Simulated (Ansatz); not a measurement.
**H2Ge–BH2, doublet in cc-pVDZ: errors against UCCSDT(Q)**

Geometry: displaced at random from a stationary point.

```xyz
6

Ge    0.0224    0.0022    0.2823
B    -0.1425    0.0106   -1.6797
H    -0.0658    1.2334    1.1703
H     0.0173   -1.3324    1.1885
H    -0.0858    0.9461   -2.3520
H     0.0477   -1.1184   -2.3330
```

Basis cc-pVDZ; Ansatz 0.2.0. Only valence electrons are correlated (noble-gas cores and the filled d shells of p-block atoms frozen), which leaves 11 electrons in 46 orbitals. R marks a restricted (for open shells ROHF) determinant, U an unrestricted one. No spin–orbit coupling is included, and no scalar relativity.

Full CI isn't at hand for all of this; UCCSDT(Q) serves as the reference, and is uncertain by about the last step of the cluster series.

* UHF ⟨S²⟩: 0.761
* T1 diagnostic (RCCSD): 0.0178
* largest doubles amplitude (RCCSD): 0.041
* T1 diagnostic (UCCSD): 0.0168

Question: From what is known of these methods and the diagnostics, rank them by the size of their error in total energy against UCCSDT(Q) in cc-pVDZ, smallest first (an estimate: the text doesn't fix the numbers).
A. UHF
B. UCCSD(T)
C. UCCSDT
D. UCCSD
E. UMP2

Answer: C (6 meV), B (37 meV), D (183 meV), E (1274 meV), A (5904 meV).

All errors are against UCCSDT(Q) in cc-pVDZ. Within each family the higher level lies nearer, as is usual though not guaranteed.
